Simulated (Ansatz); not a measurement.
**H2SO4: how energies converge with the basis set**

The task here is to estimate one member of a computed series from the others.

Method: one geometry, several basis sets; program: Ansatz 0.2.0, Gaussian basis.

Levels to be run: PBE0-D4/def2-SVP; ωB97M-V/def2-SVP; PBE0-D4/def2-QZVPP; ωB97M-V/def2-QZVPP; CCSD(T)/cc-pV(D+d)Z; CCSD(T)/cc-pV(T+d)Z; CCSD(T)/cc-pV(Q+d)Z; the functionals' def2-TZVPP values are taken from earlier runs.

2 further runs of the same task are left out: 2 that didn't finish.

## The geometry

An earlier PBE0-D4 in a triple-zeta def2 set relaxation fixed the geometry.

SMILES `O=S(=O)(O)O`, 7 atoms, charge 0, spin multiplicity 1.

Atoms are counted from 1 here; the program's logs count them from 0.

Bond lengths: O1–S2 1.409 Å, S2–O3 1.426 Å, S2–O4 1.579 Å, S2–O5 1.580 Å, O4–H6 0.966 Å, O5–H7 0.966 Å. Angles: O1–S2–O3 123.8°, O1–S2–O4 106.4°, O1–S2–O5 106.5°, O3–S2–O4 108.0°, O3–S2–O5 107.9°, O4–S2–O5 102.2°, S2–O4–H6 108.9°, S2–O5–H7 108.8°.

As a file:

```
O     0.3792   -1.5821    0.8523
S    -0.0254   -0.4697    0.0882
O    -0.9405   -0.5463   -1.0024
O    -0.5762    0.5986    1.1127
O     1.2955    0.2211   -0.4351
H    -1.2441    1.1397    0.6712
H     1.1114    0.6387   -1.2868
```

Set-up of the first run:

in.yaml

```yaml
crystal:
  periodic: [false, false, false]
  atoms:
    - {symbol: O, position_ang: [0.379230, -1.582072, 0.852285]}
    - {symbol: S, position_ang: [-0.025418, -0.469665, 0.088158]}
    - {symbol: O, position_ang: [-0.940526, -0.546299, -1.002416]}
    - {symbol: O, position_ang: [-0.576193, 0.598568, 1.112667]}
    - {symbol: O, position_ang: [1.295515, 0.221103, -0.435137]}
    - {symbol: H, position_ang: [-1.244067, 1.139651, 0.671224]}
    - {symbol: H, position_ang: [1.111449, 0.638715, -1.286782]}
basis:
  gaussian: {orbitals: def2-SVP}
hamiltonian: {xc: pbe0, dispersion: d4}
output: {orbitals: {seedname: orbitals}}
```

Started as:

```
$ ansatz run in.yaml --threads 2 --pin off --events-out ev --progress --plain --max-ram 32768MiB --backend cpu
```

Among the steps run: PBE0-D4 in def2-SVP; ωB97M-V in def2-SVP; PBE0-D4 in def2-QZVPP; ωB97M-V in def2-QZVPP.

One table of the session follows, with a row left open; its other results are not shown here.

It belongs to the step «Functionals by basis». 

```
functional       basis  HOMO (eV)  LUMO (eV)
   PBE0-D4    def2-SVP      -9.42       0.53
   PBE0-D4  def2-TZVPP      -9.66      -0.07
   PBE0-D4  def2-QZVPP      -9.71      -0.39
   ωB97M-V    def2-SVP     -11.78       2.22
   ωB97M-V  def2-TZVPP     -12.07       1.41
   ωB97M-V  def2-QZVPP          ?          ?
```

Estimate the missing values for ωB97M-V, def2-QZVPP.

**Answer.** HOMO (eV): -12.13; LUMO (eV): 0.87. In the column «HOMO (eV)» it is the lowest.
